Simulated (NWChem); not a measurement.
Molecule: thiophene (C4H4S); SMILES c1ccsc1

```xyz
9

C      0.0000     0.7120    -1.2695
C      0.0000    -0.7120    -1.2695
C      0.0000    -1.2351    -0.0030
S      0.0000     0.0000     1.1892
C      0.0000     1.2351    -0.0030
H      0.0000     1.3254    -2.1718
H      0.0000    -1.3254    -2.1718
H      0.0000    -2.2833     0.2934
H      0.0000     2.2833     0.2934
```
Atoms are numbered in this order, from 1.

Computed with NWChem. Pople sets run with spherical d functions. All runs use the structure optimised with PBE0/def2-SVP. B3LYP is NWChem's, with the RPA form of VWN correlation.

Question: Taking B3LYP/def2-TZVP as the yardstick, which of these has the fewest basis functions while keeping “highest occupied level (eV)” within 0.1 eV of it: B3LYP/3-21G; B3LYP/6-31+G*; B3LYP/def2-SVP; B3LYP/STO-3G; B3LYP/6-31G*; B3LYP/def2-SVPD?

Answer: B3LYP/def2-SVP.
```csv
level,basis functions,highest occupied level (eV)
B3LYP/STO-3G,33,-4.34
B3LYP/3-21G,57,-6.48
B3LYP/6-31G*,82,-6.32
B3LYP/def2-SVP,94,-6.55
B3LYP/6-31+G*,102,-6.61
B3LYP/def2-SVPD,139,-6.71
B3LYP/def2-TZVP,185,-6.64
```

The yardstick is one finite set, not the basis-set limit.
